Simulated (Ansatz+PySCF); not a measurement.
Values are calculated unless marked as measured or tabulated.
**Several solutions for singlet CS**

```yaml
atoms:
  - { symbol: C, position_ang: [0.0000, 0.0000, -1.6747] }
  - { symbol: S, position_ang: [0.0000, 0.0000, 0.6280] }
```

Basis set: 6-31G (spherical functions). Charge 0, multiplicity 1.

UHF was run from several starts with Ansatz (development build ahead of 0.2.0) and PySCF 2.14.0.

| run | program | start | converged | energy (hartree) | <S²> |
| --- | --- | --- | --- | --- | --- |
| A | PySCF | guess 1e, instabilities followed | yes | -435.15597 | 1.89 |
| B | Ansatz | search for the lowest state | yes | -435.15931 | 1.49 |
| C | PySCF | guess minao, instabilities followed | yes | -435.15931 | 1.49 |
| D | PySCF | program defaults | yes | -435.07349 | 0.00 |
| E | PySCF | guess atom, instabilities followed | yes | -435.15931 | 1.49 |
| F | PySCF | guess huckel, instabilities followed | yes | -435.15931 | 1.49 |
| G | Ansatz | atomic start, no search | yes | -435.07348 | 0.00 |
| H | Ansatz | stability test followed | yes | -435.15931 | 1.49 |

(1) Which runs reached the lowest solution of this kind, and what is wrong with the others?

Answers

(1) B, C, E, F, H reached the lowest solution found. Converged but too high: A by 0.09 eV, D by 2.34 eV, G by 2.34 eV. Convergence only shows a stationary point, and even a stable one can lie too high; stability tests and further starts are what find lower ones. Caution: another spin multiplicity may lie lower. Caution: the unrestricted determinant is a mixture of spin states.
